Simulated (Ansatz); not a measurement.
```yaml
crystal:
  periodic: [false, false, false]
  atoms:
    - {symbol: As, position_ang: [0.000000, 0.000000, 0.000000]}
    - {symbol: H, position_ang: [0.848523, 0.851251, 0.849573]}
    - {symbol: H, position_ang: [-0.852031, -0.847326, 0.849985]}
    - {symbol: H, position_ang: [-0.847530, 0.848310, -0.853496]}
    - {symbol: H, position_ang: [0.851039, -0.852235, -0.846062]}
basis:
  gaussian: {orbitals: def2-TZVP}
total_charge: 1
hamiltonian: {xc: pbe0}
relax: {f_tol: 0.004, max_steps: 80}
```

```sh
$ ansatz run in.yaml --threads 1 --pin off --events-out ev --progress --plain --max-ram 2176MiB
```

Steps of the relaxation (energy above the last step; positions in Å, forces in eV/Å):

```
5
step 1, 14.2 meV
As    0.000    0.000    0.000    0.000    0.000    0.000
H     0.849    0.851    0.850    0.227    0.228    0.227
H    -0.852   -0.847    0.850   -0.228   -0.227    0.227
H    -0.848    0.848   -0.853   -0.227    0.227   -0.228
H     0.851   -0.852   -0.846    0.228   -0.228   -0.226
```

```
5
step 2, 0.4 meV
As    0.000    0.000    0.000    0.000    0.000    0.000
H     0.857    0.860    0.858    0.037    0.037    0.037
H    -0.861   -0.856    0.859   -0.037   -0.037    0.037
H    -0.856    0.857   -0.862   -0.037    0.037   -0.038
H     0.860   -0.861   -0.855    0.037   -0.037   -0.037
```

```
5
step 3, 0.0 meV
As    0.000    0.000    0.000    0.000    0.000    0.000
H     0.859    0.862    0.860    0.000    0.000    0.000
H    -0.863   -0.858    0.861    0.000    0.000    0.000
H    -0.858    0.859   -0.864    0.000    0.000    0.000
H     0.862   -0.863   -0.857    0.000    0.000    0.000
```

Close pairs at the end: As1–H3 1.490 Å, As1–H4 1.490 Å, As1–H5 1.490 Å, As1–H2 1.490 Å.

A stationary point of restricted PBE0 after 3 steps (its stability towards spin polarisation wasn't tested); no frequencies were run, so it isn't proven a minimum. 6 s on 1 thread of Intel Xeon Platinum 8259CL, shared host.
